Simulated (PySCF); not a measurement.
# P2 and its ions

M06-L; basis P def2-TZVPPD; no relativity; PySCF 2.14. Neutral (UKS): singlet (closed shell), Re = 1.887 Å, ωe = 820 cm⁻¹, De = 5.04 eV, HOMO -7.20 eV, LUMO -3.19 eV.

P₂⁺ (UKS): doublet (π ↑), Re = 1.972 Å, ωe = 716 cm⁻¹, De = 5.26 eV to P⁺ + P. The energies at the minima are -682.69760 hartree for P2 and -682.31855 for P₂⁺.

**Question.** Work out the adiabatic ionisation energy, without and with harmonic zero-point energies (1 hartree = 27.2114 eV, 1 eV = 8065.5 cm⁻¹), and the change of the bond length.

**Answer.** At M06-L: 0.37905 hartree = 10.314 eV between the minima; the zero-point term (716.0 − 820.0)/2 cm⁻¹ = -0.006 eV makes it 10.308 eV. Re changes by +8.5 pm against the neutral. Minus the HOMO energy is 7.20 eV, -3.11 eV from the value between the minima; self-interaction puts the Kohn–Sham level too high, less so with exact exchange. The electron leaves a π orbital, and the longer bond of the ion fits a bonding orbital, or a change in how ionic the bond is.

States were picked by a PBE0 search and need not be the measured ground states.
